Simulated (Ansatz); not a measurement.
Method: frozen-core CCSD(T)/cc-pVTZ (Ansatz, a quantum-chemistry and plane-wave program).

Ansatz 0.2 input:
```yaml
crystal:
  periodic: [false, false, false]
  atoms:
    - { symbol: F, position_ang: [0.0, 0.0, 0.0] }
basis:
  gaussian: { orbitals: cc-pVTZ }
correlation:
  method: ccsd_t
magnetization:
  spin_polarized: true
  initial_magnetization: 1
```

Output:

```
Functional definition: HF
185 factors; integrals over basis functions are off by at most 2.5e-4 eV
mean field evaluation 1: about -2704.7552 eV, gradient 9.0e0 eV
mean field evaluation 2: about -2704.7557 eV, gradient 9.0e0 eV
mean field evaluation 4: about -2704.9590 eV, gradient 9.3e-1 eV
mean field evaluation 8: about -2704.9621 eV, gradient 9.1e-4 eV
mean field evaluation 16: about -2704.9621 eV, gradient 5.9e-2 eV
mean field evaluation 32: about -2704.9622 eV, gradient 3.7e-3 eV
mean field evaluation 64: about -2704.9618 eV, gradient 2.1e-1 eV
mean field -2704.96213149 eV, -99.4055248430 hartree, gradient 3.6e-6 eV, S^2 0.753414; 4 other end points of the search recorded, 0 dependent functions left out
1 core orbitals not correlated
reference -2704.96213149 eV, -99.4055248430 hartree; 4, 3 occupied and 25, 26 virtual orbitals, 185 factors
second order -5.43778377 eV of doubles, -0.00000000 eV of singles
cycle   1  -5.66481536 eV  change   -2.3e-1 eV  update   2.3e-2
cycle   2  -5.74147716 eV  change   -7.7e-2 eV  update   6.7e-3
cycle   3  -5.74859132 eV  change   -7.1e-3 eV  update   2.3e-3
cycle   4  -5.74777112 eV  change    8.2e-4 eV  update   8.4e-4
cycle   5  -5.74829468 eV  change   -5.2e-4 eV  update   2.0e-4
cycle   6  -5.74827830 eV  change    1.6e-5 eV  update   3.8e-5
cycle   7  -5.74828152 eV  change   -3.2e-6 eV  update   8.4e-6
perturbative correction -0.09769022 eV, -0.0035900495 hartree
Total energy: -2710.80810323 eV, -99.6203603419 hartree
```

Cost: very roughly 0.9 core-seconds.
